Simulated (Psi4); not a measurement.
# BSiNH6 (SMILES BN[SiH3]): a chain of runs

Aim: a single-point energy (r2SCAN-D4/def2-TZVPP), then the energy (wB97M-V/def2-TZVPP) of BSiNH6. 

Program for the calculation: Psi4 1.11.

### 1 The system as given

BSiNH6: 9 atoms, total charge 0, spin state singlet. SMILES: `BN[SiH3]`.

Bond lengths: B1–N2 1.399 Å, N2–Si3 1.745 Å, B1–H4 1.198 Å, B1–H5 1.198 Å, N2–H6 1.011 Å, Si3–H7 1.487 Å, Si3–H8 1.480 Å, Si3–H9 1.487 Å. Some angles: B1–N2–Si3 126.7°, B1–N2–H6 116.5°, Si3–N2–H6 116.8°, N2–B1–H4 119.0°, N2–B1–H5 119.6°, N2–Si3–H7 110.4°, N2–Si3–H8 107.5°, N2–Si3–H9 110.3°, H4–B1–H5 121.4°, H7–Si3–H8 110.4°.

### 2 The energy at r2SCAN-D4/def2-TZVPP (density fitting) (run 5)

Contents of bh6nsi.in:

```
memory 3300 mb

molecule mol {
  0 1
  B     -1.51962326     1.46011579    -1.98636672
  N      0.16759981     1.14078987     0.02286569
  Si     0.95667385    -1.70045116     1.50070710
  H     -2.57019760    -0.35596771    -2.83577971
  H     -1.88345223     3.53284299    -2.82079419
  H      1.01542544     2.71965604     0.68502572
  H      3.71180005    -2.19769479     1.26328191
  H     -0.50981031    -3.73215240     0.25896807
  H      0.34238058    -1.57935751     4.23969505
  units au
  symmetry c1
}

set {
  basis                def2-TZVPP
  scf_type             df
  dft_radial_points    99
  dft_spherical_points 590
}

e, wfn = energy('r2scan-d4', return_wfn=True)
print_variables()
```

Run with:

```
$ psi4 -i bh6nsi.in -o bh6nsi.out -n 2
```

bh6nsi.out (excerpt; [...] marks lines left out):

```text
[...]
  Running in c1 symmetry.
[...]
  Nuclear repulsion =  100.289226455688834
[...]
  Multiplicity = 1
[...]
  Nalpha       = 16
  Nbeta        = 16
[...]
    Number of basis functions: 188
[...]
   @DF-RKS iter   1:  -372.34801495701646   -2.88711e-01   4.82466e-03 ADIIS/DIIS
[...]
   @DF-RKS iter   8:  -372.70657263244885   -6.10694e-07   9.98831e-07 DIIS
[...]
    Orbital Energies [Eh]
    ---------------------
    Doubly Occupied:
       1A    -65.832030     2A    -14.164582     3A     -6.618906
       4A     -5.211300     5A     -3.553050     6A     -3.551909
       7A     -3.551795     8A     -0.834803     9A     -0.522152
      10A     -0.498332    11A     -0.412539    12A     -0.357664
      13A     -0.344706    14A     -0.325091    15A     -0.286978
      16A     -0.276254
[...]
  @DF-RKS Final Energy:  -372.70657263244885
   => Energetics <=
    Nuclear Repulsion Energy =            100.2892264556888335
    One-Electron Energy =                -711.3560406829127487
    Two-Electron Energy =                 272.4651799356367974
    DFT Exchange-Correlation Energy =     -34.1037085007907450
    Empirical Dispersion Energy =          -0.0012298400710852
    VV10 Nonlocal Energy =                  0.0000000000000000
    Total Energy =                       -372.7065726324488537
[...]
 Multipole Moments:
 ------------------------------------------------------------------------------------
     Multipole            Electronic (a.u.)      Nuclear  (a.u.)        Total (a.u.)
 ------------------------------------------------------------------------------------
 L = 1.  Multiply by 2.5417464519 to convert [e a0] to [Debye]
 Dipole X            :          0.0619762            0.3052971            0.3672733
 Dipole Y            :          0.9760286           -0.8372980            0.1387307
 Dipole Z            :         -0.1228425            0.5191606            0.3963181
 Magnitude           :                                                    0.5578565
[...]
```

Wall time 59 s (2 threads of AMD EPYC 7R43 (Zen 3), shared host); peak memory 2.1 GiB.

### 3 The energy at wB97M-V/def2-TZVPP (density fitting) (run 8)

Contents of calc.inp:

```
memory 3300 mb

molecule system {
  0 1
  B
  N 1 r2
  Si 2 r3 1 a3
  H 1 r4 2 a4 3 d4
  H 1 r5 4 a5 2 d5
  H 2 r6 1 a6 4 d6
  H 3 r7 2 a7 6 d7
  H 3 r8 7 a8 2 d8
  H 3 r9 8 a9 7 d9

  r2 = 1.398641
  r3 = 1.745427
  a3 = 126.68353
  r4 = 1.197785
  a4 = 118.98822
  d4 = -0.02184
  r5 = 1.197957
  a5 = 121.44633
  d5 = 179.96727
  r6 = 1.011003
  a6 = 116.54582
  d6 = 179.98373
  r7 = 1.486822
  a7 = 110.43661
  d7 = -60.11288
  r8 = 1.479834
  a8 = 110.37251
  d8 = 118.78396
  r9 = 1.486797
  a9 = 110.45849
  d9 = -119.01922
  symmetry c1
}

set {
  basis def2-TZVPP
  reference rks
  scf_type df
  dft_radial_points 99
  dft_spherical_points 590
  dft_vv10_postscf true
}

energy("wb97m-v")
print_variables()
```

Run with:

```
$ psi4 -i calc.inp -o calc.out -n 2
```

calc.out (excerpt; [...] marks lines left out):

```text
[...]
  Running in c1 symmetry.
[...]
  Nuclear repulsion =  100.289228833411272
[...]
  Multiplicity = 1
[...]
  Nalpha       = 16
  Nbeta        = 16
[...]
    Number of basis functions: 188
[...]
   @DF-RKS iter   1:  -372.66992658959373   -6.16161e-01   3.48683e-03 ADIIS/DIIS
[...]
   @DF-RKS iter   7:  -372.84554992679324   -5.40453e-07   9.15319e-07 DIIS
[...]
    Orbital Energies [Eh]
    ---------------------
    Doubly Occupied:
       1A    -66.421672     2A    -14.506434     3A     -6.896814
       4A     -5.456177     5A     -3.770304     6A     -3.769429
       7A     -3.769313     8A     -0.993852     9A     -0.674186
      10A     -0.643254    11A     -0.549035    12A     -0.490682
      13A     -0.475703    14A     -0.449935    15A     -0.415662
      16A     -0.400175
[...]
  @DF-RKS Final Energy:  -372.71558129733478
   => Energetics <=
    Nuclear Repulsion Energy =            100.2892288334112720
    One-Electron Energy =                -711.1864447541657910
    Two-Electron Energy =                 263.0697255894650652
    DFT Exchange-Correlation Energy =     -25.0177258708688832
    Empirical Dispersion Energy =           0.0000000000000000
    VV10 Nonlocal Energy =                  0.1296349048236050
    Total Energy =                       -372.7155812973347793
[...]
 Multipole Moments:
 ------------------------------------------------------------------------------------
     Multipole            Electronic (a.u.)      Nuclear  (a.u.)        Total (a.u.)
 ------------------------------------------------------------------------------------
 L = 1.  Multiply by 2.5417464519 to convert [e a0] to [Debye]
 Dipole X            :         -0.0005894            0.0001597           -0.0004298
 Dipole Y            :          0.9702655           -0.7659745            0.2042909
 Dipole Z            :         -0.1839340            0.6907130            0.5067790
 Magnitude           :                                                    0.5464063
[...]
```

Wall time 66 s (2 threads of AMD EPYC 7R43 (Zen 3), shared host); peak memory 2.3 GiB.

### 4 Outcome

| quantity | value |
| --- | --- |
| run 5, r2SCAN-D4/def2-TZVPP: total energy | -372.70657 Eh |
| run 5, r2SCAN-D4/def2-TZVPP: dipole moment | 1.42 D |
| run 5, r2SCAN-D4/def2-TZVPP: HOMO energy | -7.52 eV |
| run 5, r2SCAN-D4/def2-TZVPP: LUMO energy | -0.77 eV |
| run 5, r2SCAN-D4/def2-TZVPP: HOMO–LUMO gap | 6.75 eV |
| run 5, r2SCAN-D4/def2-TZVPP: dispersion energy | -3.23 kJ/mol |
| run 8, wB97M-V/def2-TZVPP: total energy | -372.71558 Eh |
| run 8, wB97M-V/def2-TZVPP: dipole moment | 1.39 D |
| run 8, wB97M-V/def2-TZVPP: HOMO energy | -10.89 eV |
| run 8, wB97M-V/def2-TZVPP: LUMO energy | 1.62 eV |
| run 8, wB97M-V/def2-TZVPP: HOMO–LUMO gap | 12.50 eV |
